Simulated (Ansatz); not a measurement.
Rock-salt HfN, treated with PBE (PAW; Ansatz, a program for electronic structure).

Settings: plane-wave cutoff 520 eV, 22×22×22 k mesh, Fermi–Dirac smearing 0.05 eV, scalar-relativistic PAW data made under PBE.

Computed points:

```csv
V (Å³/atom),E − E_lowest (meV/atom),P (GPa)
11.049,38.80,18.60
11.284,16.63,11.74
11.519,4.02,5.56
11.755,0.00,0.01
11.990,3.72,-4.99
12.225,14.39,-9.48
12.460,31.32,-13.52
```

**Question.** Estimate the bulk modulus and its pressure derivative from these points.

**Answer.** V0 = 11.755 Å³/atom, B0 = 263 GPa, B′ = 4.3 (fit to the energies at full precision).

Measured, for comparison: bulk modulus 260 GPa (room temperature, not corrected to a static lattice, sources range from 260 to 306; as tabulated in Synthesis of Binary Transition Metal Nitrides, Carbides and Borides from the …); equilibrium volume per atom 11.57 Å³/atom (room temperature, not corrected to a static lattice; as tabulated in Seo, Lee, Wen, Petrov, Greene, Gall, J. Appl. Phys. 96, 878 (2004)). Computed less measured: bulk modulus +1.2 % (inside the range of the sources held), equilibrium volume per atom +1.6 %. A static lattice is as a rule a little smaller and stiffer than an uncorrected measurement, which can account for part of this in the bulk modulus.

Spin–orbit coupling is not included.

Computed values are for the static lattice.

Cost on a shared machine: around 100 core-seconds (rough).
